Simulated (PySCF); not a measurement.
Cyclo-(PH)4.
Bonds: P1–P2, P1–P4, P2–P3, P3–P4. Hydrogens: H5 on P1; H6 on P2; H7 on P3; H8 on P4.

A linear-response calculation (PySCF, def2-SVPD basis, gas phase, vertical, core orbitals frozen in the response) gave these numbers; the functional is withheld.

Orbital energies (eV): HOMO-3 -10.97, HOMO-2 -9.42, HOMO-1 -9.33, HOMO -8.56, LUMO 0.38, LUMO+1 0.44, LUMO+2 1.19.

| state | E (eV) | f | main configurations (H = HOMO, L = LUMO) |
| --- | --- | --- | --- |
| S1 | 4.48 | 0.012 | H→L (96%) |
| S2 | 4.62 | 0.015 | H→L+1 (96%) |
| S3 | 5.20 | 0.0015 | H-2→L+1 (84%), H-1→L (9%) |
| S4 | 5.24 | 0.041 | H-1→L (86%) |
| S5 | 5.34 | 0.042 | H-1→L+1 (74%), H-2→L (14%), H→L+2 (8%) |
| S6 | 5.43 | 0.0056 | H→L+2 (64%), H-2→L (32%) |

Triplets (Tamm–Dancoff): T1 3.95 eV, H→L (85%); T2 4.04 eV, H→L+1 (88%); T3 4.42 eV, H-1→L (48%), H→L+3 (31%), H-2→L+1 (13%); T4 4.58 eV, H-2→L+1 (53%), H-1→L (26%).

Vertical ionisation energy by ΔSCF with the same functional: 8.76 eV. Mean static polarisability: 102.3 au.

Task: Which of these was used?
A. B3LYP
B. wB97X-D
C. PBE
D. HF

Result: B. wB97X-D is range-separated, 22% exact exchange at short range and 100% at long range (ω = 0.2 bohr⁻¹). In this run −ε(HOMO) = 8.56 eV differs from the ΔSCF value by -0.19 eV, and S1 differs from the orbital gap of 8.94 eV by -4.46 eV. The ratio −ε(HOMO)/IP is 0.98. Usual ranges for neutral molecules in this basis: 0.89 to 0.99 with wB97X-D, 0.5 to 0.7 with PBE, 0.67 to 0.83 with B3LYP; Hartree–Fock can't fall below 1, since the ion's relaxation only lowers the ΔSCF value. The other options: PBE, a GGA without exact exchange; HF, time-dependent Hartree–Fock, 100% exact exchange; B3LYP, a global hybrid with 20% exact exchange.

Method: TDDFT wB97X-D/def2-SVPD, vertical, gas phase, core orbitals frozen in the response (PySCF). Isolated species at its PBE0-D3(BJ)/def2-SVP geometry (one conformer only).
